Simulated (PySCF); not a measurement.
# Ethene, 1,1-difluoro- (C2H2F2): electronic excitations at several levels of theory, part 2 of 2

PySCF 2.14.0. Atoms count from 0. The steps go on from the part before.

### 10 Excited states and response: PBE0/aug-cc-pVDZ

Job settings and geometry (Å):

```
{"job": {"kind": "uv", "xc": "PBE0", "basis": "aug-cc-pVDZ"}, "charge": 0, "multiplicity": 1}
C      0.642995    -0.348563    -0.044191
C     -0.518849     0.280968     0.035519
F     -1.686118    -0.305750     0.136701
F     -0.670389     1.582666     0.024640
H      1.563022     0.227017    -0.125040
H      0.669339    -1.436339    -0.027629
```

With the program's defaults for keys left out, this is: TDDFT PBE0/aug-cc-pVDZ, vertical, gas phase, core orbitals frozen in the response.

Output:

```text
coarse grid: 5584 points
cycle   1  E = -276.7467443921  dE =  6.112e-01  |g| = 6.125e-01  |ddm| = 5.221e+00
cycle   2  E = -276.6649140020  dE =  8.183e-02  |g| = 8.850e-01  |ddm| = 2.096e+00
cycle   3  E = -276.8178934888  dE = -1.530e-01  |g| = 6.648e-02  |ddm| = 1.326e+00
cycle   4  E = -276.8188337252  dE = -9.402e-04  |g| = 3.661e-02  |ddm| = 1.471e-01
cycle   5  E = -276.8190975539  dE = -2.638e-04  |g| = 7.614e-03  |ddm| = 5.209e-02
cycle   6  E = -276.8191097010  dE = -1.215e-05  |g| = 2.167e-03  |ddm| = 1.870e-02
cycle   7  E = -276.8191108439  dE = -1.143e-06  |g| = 1.869e-04  |ddm| = 3.808e-03
final grid: 56368 points
cycle   8  E = -276.8210754470  dE = -1.843e-05  |g| = 4.914e-03  |ddm| = 6.957e-02
cycle   9  E = -276.8210724449  dE =  3.002e-06  |g| = 6.585e-03  |ddm| = 2.134e-02
cycle  10  E = -276.8210808270  dE = -8.382e-06  |g| = 7.340e-04  |ddm| = 1.004e-02
cycle  11  E = -276.8210809328  dE = -1.059e-07  |g| = 1.313e-04  |ddm| = 1.294e-03
cycle  12  E = -276.8210809351  dE = -2.288e-09  |g| = 8.115e-05  |ddm| = 3.052e-04
cycle  13  E = -276.8210809367  dE = -1.606e-09  |g| = 1.095e-05  |ddm| = 1.472e-04
cycle  14  E = -276.8210809367  dE = -2.933e-11  |g| = 9.594e-07  |ddm| = 1.730e-05
converged SCF energy = -276.8210809367

Static polarisability (au): isotropic 28.106, principal 21.608 26.528 36.181

Singlet excitations
state   eV       nm        f      main configurations
  1   6.5905    188.1   0.03926   H->L 0.98
  2   7.4954    165.4   0.00006   H->L+2 0.96
  3   7.5222    164.8   0.24672   H->L+1 0.88, H->L+4 0.09
  4   7.5914    163.3   0.00008   H->L+3 0.98
  5   8.2517    150.3   0.00000   H->L+5 0.92
  6   8.5704    144.7   0.06507   H->L+4 0.89
  7   8.8771    139.7   0.01353   H->L+6 0.98
  8   9.3106    133.2   0.06526   H->L+7 0.95
  9   9.7475    127.2   0.05622   H->L+8 0.93
 10   9.8579    125.8   0.00000   H->L+9 0.88

Triplet excitations (Tamm-Dancoff, eV): 4.6309 6.3926 7.4043 7.4956
```

Run time: 5.4 s. Hardware: 1 thread, shared host.

In short: HOMO -7.73 eV, LUMO 0.03 eV; lowest singlet 6.59 eV.

### 11 TDDFT and polarisability: PBE0/aug-cc-pVTZ

The job, as its differences from that of step 10:

```diff
@@ -1,2 +1,2 @@
-{"job": {"kind": "uv", "xc": "PBE0", "basis": "aug-cc-pVDZ"}, "charge": 0, "multiplicity": 1}
+{"job": {"kind": "uv", "xc": "PBE0", "basis": "aug-cc-pVTZ"}, "charge": 0, "multiplicity": 1}
 C      0.642995    -0.348563    -0.044191
```

Method: TDDFT PBE0/aug-cc-pVTZ, vertical, gas phase, core orbitals frozen in the response.

Output:

```text
coarse grid: 5584 points
cycle   1  E = -276.8206879539  dE =  5.958e-01  |g| = 6.633e-01  |ddm| = 4.892e+00
cycle   2  E = -276.7331042545  dE =  8.758e-02  |g| = 9.664e-01  |ddm| = 1.864e+00
cycle   3  E = -276.8964638525  dE = -1.634e-01  |g| = 6.996e-02  |ddm| = 1.181e+00
cycle   4  E = -276.8973650822  dE = -9.012e-04  |g| = 4.126e-02  |ddm| = 1.666e-01
cycle   5  E = -276.8976888806  dE = -3.238e-04  |g| = 9.678e-03  |ddm| = 6.183e-02
cycle   6  E = -276.8977064026  dE = -1.752e-05  |g| = 2.463e-03  |ddm| = 1.561e-02
cycle   7  E = -276.8977077769  dE = -1.374e-06  |g| = 1.903e-04  |ddm| = 3.538e-03
final grid: 56368 points
cycle   8  E = -276.8951483900  dE = -4.630e-05  |g| = 4.710e-03  |ddm| = 1.741e-01
cycle   9  E = -276.8951460063  dE =  2.384e-06  |g| = 6.089e-03  |ddm| = 1.547e-02
cycle  10  E = -276.8951527885  dE = -6.782e-06  |g| = 8.523e-04  |ddm| = 7.639e-03
cycle  11  E = -276.8951529017  dE = -1.132e-07  |g| = 1.873e-04  |ddm| = 1.471e-03
cycle  12  E = -276.8951529071  dE = -5.403e-09  |g| = 9.769e-05  |ddm| = 3.601e-04
cycle  13  E = -276.8951529092  dE = -2.138e-09  |g| = 1.416e-05  |ddm| = 1.514e-04
cycle  14  E = -276.8951529093  dE = -4.667e-11  |g| = 1.283e-06  |ddm| = 2.143e-05
converged SCF energy = -276.8951529093

Static polarisability (au): isotropic 28.543, principal 22.109 26.992 36.528

Singlet excitations
state   eV       nm        f      main configurations
  1   6.5839    188.3   0.03832   H->L 0.98
  2   7.4635    166.1   0.01219   H->L+2 0.90
  3   7.4651    166.1   0.20967   H->L+1 0.81, H->L+4 0.10
  4   7.5196    164.9   0.00021   H->L+3 0.98
  5   8.1912    151.4   0.00000   H->L+5 0.90
  6   8.4170    147.3   0.08300   H->L+4 0.86, H->L+1 0.09
  7   8.6923    142.6   0.01742   H->L+6 0.98
  8   9.0522    137.0   0.03932   H->L+7 0.94
  9   9.3647    132.4   0.05744   H->L+8 0.94
 10   9.4729    130.9   0.00000   H->L+9 0.88

Triplet excitations (Tamm-Dancoff, eV): 4.6367 6.3896 7.3849 7.4365
```

Run time: 15 s. Hardware: 1 thread, shared host.

Key values: HOMO -7.75 eV, LUMO -0.02 eV; lowest singlet 6.58 eV.

### 12 Ultraviolet spectrum: PBE0/def2-TZVPD

The job, as its differences from that of step 11:

```diff
@@ -1,2 +1,2 @@
-{"job": {"kind": "uv", "xc": "PBE0", "basis": "aug-cc-pVTZ"}, "charge": 0, "multiplicity": 1}
+{"job": {"kind": "uv", "xc": "PBE0", "basis": "def2-TZVPD"}, "charge": 0, "multiplicity": 1}
 C      0.642995    -0.348563    -0.044191
```

Level: TDDFT PBE0/def2-TZVPD, vertical, gas phase, core orbitals frozen in the response.

Output:

```text
coarse grid: 5584 points
cycle   1  E = -276.8265545367  dE =  5.977e-01  |g| = 6.673e-01  |ddm| = 1.924e+00
cycle   2  E = -276.7380866913  dE =  8.847e-02  |g| = 9.701e-01  |ddm| = 9.085e-01
cycle   3  E = -276.9033359491  dE = -1.652e-01  |g| = 6.976e-02  |ddm| = 5.350e-01
cycle   4  E = -276.9042474750  dE = -9.115e-04  |g| = 4.103e-02  |ddm| = 9.319e-02
cycle   5  E = -276.9045711600  dE = -3.237e-04  |g| = 9.770e-03  |ddm| = 2.921e-02
cycle   6  E = -276.9045893360  dE = -1.818e-05  |g| = 2.443e-03  |ddm| = 7.834e-03
cycle   7  E = -276.9045906996  dE = -1.364e-06  |g| = 1.897e-04  |ddm| = 1.923e-03
final grid: 56368 points
cycle   8  E = -276.9061324884  dE = -4.171e-05  |g| = 3.912e-03  |ddm| = 8.497e-02
cycle   9  E = -276.9061320195  dE =  4.690e-07  |g| = 4.247e-03  |ddm| = 7.795e-03
cycle  10  E = -276.9061357798  dE = -3.760e-06  |g| = 8.768e-04  |ddm| = 2.901e-03
cycle  11  E = -276.9061358918  dE = -1.120e-07  |g| = 1.703e-04  |ddm| = 5.682e-04
cycle  12  E = -276.9061358961  dE = -4.378e-09  |g| = 7.026e-05  |ddm| = 1.876e-04
cycle  13  E = -276.9061358972  dE = -1.094e-09  |g| = 1.419e-05  |ddm| = 5.125e-05
cycle  14  E = -276.9061358973  dE = -4.678e-11  |g| = 1.173e-06  |ddm| = 1.648e-05
converged SCF energy = -276.9061358973

Static polarisability (au): isotropic 28.473, principal 21.928 27.013 36.478

Singlet excitations
state   eV       nm        f      main configurations
  1   6.8211    181.8   0.04195   H->L+1 0.99
  2   7.7442    160.1   0.31632   H->L 0.93
  3   7.8355    158.2   0.00305   H->L+2 0.99
  4   8.1253    152.6   0.00000   H->L+4 0.51, H->L+3 0.46
  5   8.4275    147.1   0.00000   H->L+3 0.53, H->L+4 0.43
  6   9.0178    137.5   0.03139   H->L+5 0.95
  7   9.1475    135.5   0.00040   H->L+6 0.91
  8   9.4789    130.8   0.10037   H->L+7 0.89
  9   9.9945    124.1   0.01659   H->L+8 0.98
 10  10.1830    121.8   0.00000   H-1->L 0.99

Triplet excitations (Tamm-Dancoff, eV): 4.6390 6.5696 7.7189 7.8480
```

Run time: 10 s. Hardware: 1 thread, shared host.

In short: HOMO -7.74 eV, LUMO 0.34 eV; lowest singlet 6.82 eV.

### 13 TDDFT and polarisability: PBE0/6-31+G*

The job, as its differences from that of step 12:

```diff
@@ -1,2 +1,2 @@
-{"job": {"kind": "uv", "xc": "PBE0", "basis": "def2-TZVPD"}, "charge": 0, "multiplicity": 1}
+{"job": {"kind": "uv", "xc": "PBE0", "basis": "6-31+G*"}, "charge": 0, "multiplicity": 1}
 C      0.642995    -0.348563    -0.044191
```

Level: TDDFT PBE0/6-31+G*, vertical, gas phase, core orbitals frozen in the response.

Output:

```text
coarse grid: 5584 points
cycle   1  E = -276.7279140473  dE =  6.067e-01  |g| = 5.999e-01  |ddm| = 2.287e+00
cycle   2  E = -276.6495222131  dE =  7.839e-02  |g| = 8.626e-01  |ddm| = 9.321e-01
cycle   3  E = -276.7982092129  dE = -1.487e-01  |g| = 6.673e-02  |ddm| = 6.194e-01
cycle   4  E = -276.7991475065  dE = -9.383e-04  |g| = 3.678e-02  |ddm| = 9.778e-02
cycle   5  E = -276.7994118492  dE = -2.643e-04  |g| = 7.127e-03  |ddm| = 2.890e-02
cycle   6  E = -276.7994226255  dE = -1.078e-05  |g| = 1.974e-03  |ddm| = 7.179e-03
cycle   7  E = -276.7994236126  dE = -9.872e-07  |g| = 1.668e-04  |ddm| = 1.684e-03
final grid: 56368 points
cycle   8  E = -276.7933216394  dE = -1.151e-05  |g| = 5.560e-03  |ddm| = 2.419e-02
cycle   9  E = -276.7933167602  dE =  4.879e-06  |g| = 7.818e-03  |ddm| = 8.894e-03
cycle  10  E = -276.7933281339  dE = -1.137e-05  |g| = 7.082e-04  |ddm| = 5.059e-03
cycle  11  E = -276.7933282435  dE = -1.096e-07  |g| = 1.450e-04  |ddm| = 7.061e-04
cycle  12  E = -276.7933282472  dE = -3.738e-09  |g| = 7.657e-05  |ddm| = 1.773e-04
cycle  13  E = -276.7933282487  dE = -1.420e-09  |g| = 7.505e-06  |ddm| = 6.875e-05
cycle  14  E = -276.7933282487  dE = -1.205e-11  |g| = 7.207e-07  |ddm| = 1.168e-05
converged SCF energy = -276.7933282487

Static polarisability (au): isotropic 25.291, principal 18.051 23.214 34.607

Singlet excitations
state   eV       nm        f      main configurations
  1   6.9027    179.6   0.06137   H->L+1 0.99
  2   7.6210    162.7   0.26939   H->L 0.88, H->L+5 0.08
  3   7.8387    158.2   0.00240   H->L+2 0.99
  4   7.9767    155.4   0.00000   H->L+3 0.86, H->L+4 0.12
  5   8.4002    147.6   0.00000   H->L+4 0.84, H->L+3 0.13
  6   8.7761    141.3   0.06654   H->L+5 0.89
  7   9.1952    134.8   0.05128   H->L+6 0.97
  8  10.0620    123.2   0.05680   H->L+7 0.92
  9  10.1775    121.8   0.00261   H->L+8 0.92
 10  10.2489    121.0   0.00000   H-1->L 0.98

Triplet excitations (Tamm-Dancoff, eV): 4.6322 6.6175 7.7438 7.7642
```

It took 3.9 s on 1 thread, shared host.

Key values: HOMO -7.74 eV, LUMO 0.30 eV; lowest singlet 6.90 eV.

### 14 Run by run: electronic excitations

Excitations and ground-state properties, with basis size and wall time:

| run | lowest singlet (eV) | brightest (eV) | f | gap (eV) | α (Å³) | μ (D) | functions | time |
| --- | --- | --- | --- | --- | --- | --- | --- | --- |
| BHandHLYP/def2-SVPD | 7.43 | 8.02 | 0.382 | 10.15 | 4.01 | 1.43 | 102 | 9.2 s |
| CAM-B3LYP/def2-SVPD | 7.20 | 7.85 | 0.356 | 10.52 | 4.12 | 1.35 | 102 | 13 s |
| wB97X-D/def2-SVPD | 7.45 | 7.92 | 0.363 | 11.90 | 4.13 | 1.29 | 102 | 10 s |
| LC-wPBE/def2-SVPD | 7.76 | 7.92 | 0.368 | 12.96 | 4.08 | 1.31 | 102 | 16 s |
| PBE0/6-31G* | 8.49 | 8.49 | 0.371 | 8.41 | 3.07 | 0.92 | 60 | 2.9 s |
| PBE0/def2-SVP | 8.40 | 8.40 | 0.384 | 8.34 | 3.13 | 1.02 | 66 | 3.1 s |
| PBE0/def2-TZVP | 8.02 | 8.02 | 0.361 | 8.20 | 3.79 | 1.10 | 136 | 7 s |
| PBE0/aug-cc-pVDZ | 6.59 | 7.52 | 0.247 | 7.76 | 4.16 | 1.19 | 110 | 5.4 s |
| PBE0/aug-cc-pVTZ | 6.58 | 7.47 | 0.210 | 7.73 | 4.23 | 1.17 | 230 | 15 s |
| PBE0/def2-TZVPD | 6.82 | 7.74 | 0.316 | 8.08 | 4.22 | 1.17 | 172 | 10 s |
| PBE0/6-31+G* | 6.90 | 7.62 | 0.269 | 8.04 | 3.75 | 1.25 | 76 | 3.9 s |

Measured dipole: 1.39 D (gas; NIST CCCBDB Release 22 (SRD 101), experimental dipoles).

### 15 Summary of results

The summary covers parts 1 to 2.

```
                                quantity                        value
                             point group                          C2v
    rotational constants (main isotopes)       11.08, 10.48, 5.39 GHz
    lowest singlet (BHandHLYP/def2-SVPD)  7.43 eV (167 nm), f = 0.047
brightest single state of those computed  state 2, 8.02 eV, f = 0.382
                          lowest triplet                      4.53 eV
       vertical ionisation energy (ΔSCF)                     10.44 eV
             range of the lowest singlet              6.58 to 8.49 eV
```

In words: Single values in the summary come from the first run of each kind that ended normally (BHandHLYP/def2-SVPD), which need not be the best level. Relaxing lowered the energy by 0.254 eV in 6 steps; the close pair that moved most is C1–F2, from 1.348 to 1.310 Å. No frequency check was run at this level, so the end point may be a saddle. The first singlet state (HOMO→LUMO 0.98) lies at 7.43 eV and is weak; of the 10 states computed, the strongest absorption comes from state 2 at 8.02 eV. The lowest triplet lies 2.90 eV below the lowest singlet (triplets in Tamm-Dancoff, singlets in full TDDFT). At BHandHLYP/def2-SVPD, the highest states lie near or above the ionisation energy, where they hang on the basis. The orbital energy would give 9.02 eV for ionisation, ΔSCF gives 10.44 eV. The dipole moment, 1.43 D, compares with 1.39 D measured. The lowest singlet runs from 6.58 eV (PBE0/aug-cc-pVTZ) to 8.49 eV (PBE0/6-31G*), while the orbital gap spans 7.73 to 12.96 eV. The lowest state need not be the same one in every run. For the measured dipole, BHandHLYP/def2-SVPD misses least (0.04 D, 9.2 s) and PBE0/6-31G* most (0.47 D, 2.9 s). One molecule ranks no method: errors cancel, and vibration and temperature are missing from all runs.
